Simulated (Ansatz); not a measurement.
**[H···H···S], triplet along the distance H1-H2**

Starting geometry:

```xyz
3

H     0.0000    0.0000   -1.0457
H     0.0000    0.0000   -0.3007
S     0.0000    0.0000    1.3463
```

From there H2 is moved from one fragment to the other while all else, the fragments' distance too, stays fixed; atoms are numbered as listed. Energies are in eV, counted from the starting geometry at the same level. Kohn–Sham curves are unrestricted where that lies lower.

Basis 6-31G; Ansatz 0.2.0. Correlated methods freeze the noble-gas cores.

In so small a basis the reference is far from its limit while semilocal and hybrid functionals are nearer theirs (RPA and double hybrids share much of the reference's basis error), so the functionals' errors here hold much of the reference's basis and frozen-core error, which can add to them or hide them.

Full CI is exact within this basis and frozen core; it isn't the basis-set limit.

```json
{"distance H1-H2 (Å)": "0.693", "full CI": "-0.017", "PBE": "0.062", "revPBE": "0.051", "r2SCAN": "0.047", "PBE0": "0.037", "B3LYP": "0.030", "wB97M-V": "0.014", "B2PLYP": "0.005", "PBE-QIDH": "-0.003", "RPA-PBE": "-0.014"}
{"distance H1-H2 (Å)": "0.745", "full CI": "0.000", "PBE": "0.000", "revPBE": "0.000", "r2SCAN": "0.000", "PBE0": "0.000", "B3LYP": "0.000", "wB97M-V": "0.000", "B2PLYP": "0.000", "PBE-QIDH": "0.000", "RPA-PBE": "0.000"}
{"distance H1-H2 (Å)": "0.783", "full CI": "0.066", "PBE": "0.010", "revPBE": "0.017", "r2SCAN": "0.018", "PBE0": "0.027", "B3LYP": "0.032", "wB97M-V": "0.044", "B2PLYP": "0.050", "PBE-QIDH": "0.055", "RPA-PBE": "0.064"}
{"distance H1-H2 (Å)": "0.821", "full CI": "0.161", "PBE": "0.053", "revPBE": "0.067", "r2SCAN": "0.065", "PBE0": "0.084", "B3LYP": "0.095", "wB97M-V": "0.118", "B2PLYP": "0.128", "PBE-QIDH": "0.138", "RPA-PBE": "0.157"}
{"distance H1-H2 (Å)": "0.859", "full CI": "0.272", "PBE": "0.120", "revPBE": "0.139", "r2SCAN": "0.132", "PBE0": "0.162", "B3LYP": "0.179", "wB97M-V": "0.211", "B2PLYP": "0.225", "PBE-QIDH": "0.237", "RPA-PBE": "0.268"}
{"distance H1-H2 (Å)": "0.898", "full CI": "0.394", "PBE": "0.205", "revPBE": "0.230", "r2SCAN": "0.215", "PBE0": "0.256", "B3LYP": "0.278", "wB97M-V": "0.319", "B2PLYP": "0.334", "PBE-QIDH": "0.347", "RPA-PBE": "0.391"}
{"distance H1-H2 (Å)": "0.936", "full CI": "0.514", "PBE": "0.302", "revPBE": "0.331", "r2SCAN": "0.305", "PBE0": "0.356", "B3LYP": "0.385", "wB97M-V": "0.431", "B2PLYP": "0.445", "PBE-QIDH": "0.456", "RPA-PBE": "0.516"}
{"distance H1-H2 (Å)": "0.974", "full CI": "0.633", "PBE": "0.410", "revPBE": "0.443", "r2SCAN": "0.404", "PBE0": "0.464", "B3LYP": "0.500", "wB97M-V": "0.547", "B2PLYP": "0.559", "PBE-QIDH": "0.565", "RPA-PBE": "0.642"}
{"distance H1-H2 (Å)": "1.012", "full CI": "0.754", "PBE": "0.533", "revPBE": "0.568", "r2SCAN": "0.515", "PBE0": "0.581", "B3LYP": "0.624", "wB97M-V": "0.669", "B2PLYP": "0.678", "PBE-QIDH": "0.676", "RPA-PBE": "0.772"}
```
